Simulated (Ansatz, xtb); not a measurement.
**Two isomers of CH5SSi**

Structure a: `C[SiH2][S]`, a doublet. Structure b: `C[SiH]S`, a doublet. Both are isolated molecules in the gas phase, relaxed with BLYP-D3(BJ)/def2-SVP, each in the lowest conformer that the search found.

a (Å):

```yaml
atoms:
  - { symbol: C, position_ang: [-0.6247, -0.3566, 2.3396] }
  - { symbol: S, position_ang: [1.6121, -1.5070, 0.0531] }
  - { symbol: Si, position_ang: [0.8304, 0.1211, 1.2257] }
  - { symbol: H, position_ang: [-1.4423, -0.8054, 1.7418] }
  - { symbol: H, position_ang: [-0.3069, -1.0952, 3.1027] }
  - { symbol: H, position_ang: [-1.0170, 0.5379, 2.8669] }
  - { symbol: H, position_ang: [1.9123, 0.7751, 2.0398] }
  - { symbol: H, position_ang: [0.3857, 1.1013, 0.1669] }
```

b (Å):

```json
{"atom": "C", "x (Å)": "-0.8860", "y (Å)": "-0.1753", "z (Å)": "2.0351"}
{"atom": "S", "x (Å)": "2.4830", "y (Å)": "-0.0186", "z (Å)": "1.6332"}
{"atom": "Si", "x (Å)": "0.5220", "y (Å)": "-0.4727", "z (Å)": "0.7768"}
{"atom": "H", "x (Å)": "-1.8697", "y (Å)": "-0.3575", "z (Å)": "1.5561"}
{"atom": "H", "x (Å)": "-0.7950", "y (Å)": "-0.8538", "z (Å)": "2.9066"}
{"atom": "H", "x (Å)": "-0.8544", "y (Å)": "0.8728", "z (Å)": "2.3995"}
{"atom": "H", "x (Å)": "0.4234", "y (Å)": "0.5104", "z (Å)": "-0.3644"}
{"atom": "H", "x (Å)": "2.3376", "y (Å)": "-0.8528", "z (Å)": "2.7040"}
```

Energies in hartree; the thermal terms are from BLYP-D3(BJ)/def2-SVP harmonic frequencies (ideal gas, rigid rotor, one conformer each, 400 K, 1 atm) and include the zero-point energy:

```
                              a           b
E, CCSD(T)/def2-SVP  −727.418762  −727.413288
    E, MP2/def2-SVP  −727.356595  −727.353167
  E, MP2/def2-TZVPP  −727.741827  −727.741312
  zero-point energy     0.052342     0.052117
       H(400 K) − E     0.062061     0.062302
       G(400 K) − E     0.010989     0.010175
```

Q: Correct the CCSD(T) difference for the basis set by the MP2 change, then work out ΔE, ΔE₀, ΔH and ΔG for a → b in kJ/mol (1 Eh = 2625.50 kJ/mol) and the equilibrium ratio [b]/[a].

A: 1. Differences b − a: CCSD(T) +0.005474, MP2 in the small set +0.003428, MP2 in the large set +0.000515 Eh.
2. ΔE = +0.005474 + (+0.000515 − (+0.003428)) = +0.002561 Eh = +6.72 kJ/mol.
3. ΔE₀ = ΔE + ΔZPE = +0.002561 + (−0.000225) Eh = +6.13 kJ/mol.
4. ΔH = ΔE + (+0.000241) Eh = +7.36 kJ/mol.
5. ΔG = ΔE + (−0.000814) Eh = +4.59 kJ/mol, so ΔS = (ΔH − ΔG)/T = +6.9 J/(mol K).
6. kT = 1.2667 mEh, so K = [b]/[a] = exp(−ΔG/kT) = exp(−1.38) ≈ 0.25.

Structure a is favoured at this temperature. An error of 4 kJ/mol in ΔG would change K by a factor of 3.3. r2SCAN-D4/def2-SVP gave ΔE the other sign. Mirror images and further conformers aren't counted.

As drawn, b has 1 S–H in place of 1 Si–H.

Other levels gave ΔE = +61.3 (GFN2-xTB); +88.8 (HF/STO-3G, GFN2-xTB geometries); −3.9 (r2SCAN-D4/def2-SVP, GFN2-xTB geometries); +2.2 (BLYP-D3(BJ)/def2-SVP); +40.9 (HF/def2-SVP); +9.0 (MP2/def2-SVP); +14.4 (CCSD(T)/def2-SVP) kJ/mol. Open shells are spin-unrestricted. The correlated steps freeze 11 core orbitals. Programs: Ansatz 0.2.0, xtb 6.7.1.
